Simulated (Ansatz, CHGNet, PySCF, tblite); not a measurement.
Ladder of methods for the lattice constant a of zinc-blende AlP

Reference value: 5.451 Å (measured, static lattice: zero-point anharmonic expansion removed; as tabulated in Mejia-Rodriguez and Trickey (2018), arXiv:1807.09216).

```csv
level (code),value (Å),error (%)
GFN1-xTB (tblite),5.566,+2.11
CHGNet 0.3.0,5.512,+1.12
LDA (Ansatz),5.434,-0.31
PBE (Ansatz),5.508,+1.05
PBE-D4 (Ansatz),5.452,+0.02
rVV10 (Ansatz),5.517,+1.21
HSE06 (Ansatz),5.476,+0.46
PBE0 (Ansatz),5.473,+0.40
Hartree–Fock (Ansatz),5.538,+1.60
MP2 (PySCF),5.441 ± 0.02,-0.18
CCSD (PySCF),5.462 ± 0.02,+0.20
CCSD(T) (PySCF),5.465 ± 0.02,+0.26
```

Once the reference is moved by up to 0.10 % (a margin picked here for doubts on the reference and the settings) and values within 0.10 % count as equal, the nearest can be PBE-D4 (+0.02 %), MP2 (-0.18 %), CCSD (+0.20 %) or CCSD(T) (+0.26 %). Farthest off among them: GFN1-xTB (+2.11 %). Within 2 %: CHGNet 0.3.0, LDA, PBE, PBE-D4, rVV10, HSE06, PBE0, Hartree–Fock, MP2, CCSD, CCSD(T).

A ± on a computed value is a rough bar: the spread of its extrapolation, a floor set from checks against published values, or a statistical error. GFN1-xTB: the method was fitted mainly to molecules. GFN1-xTB: the gap of the solid is closed in this run. GFN1-xTB: the run uses a supercell at the zone centre in place of a k mesh. Cutoffs and k meshes differ between the levels. Ansatz's density-functional and Hartree–Fock values are scalar-relativistic unless marked +SOC, with PAW data made under PBE.

Machine-learned potentials (CHGNet 0.3.0) are trained on DFT data: a solid inside that data is no test of them.

Differences are worked out from the printed values.

Ansatz is a first-principles code.
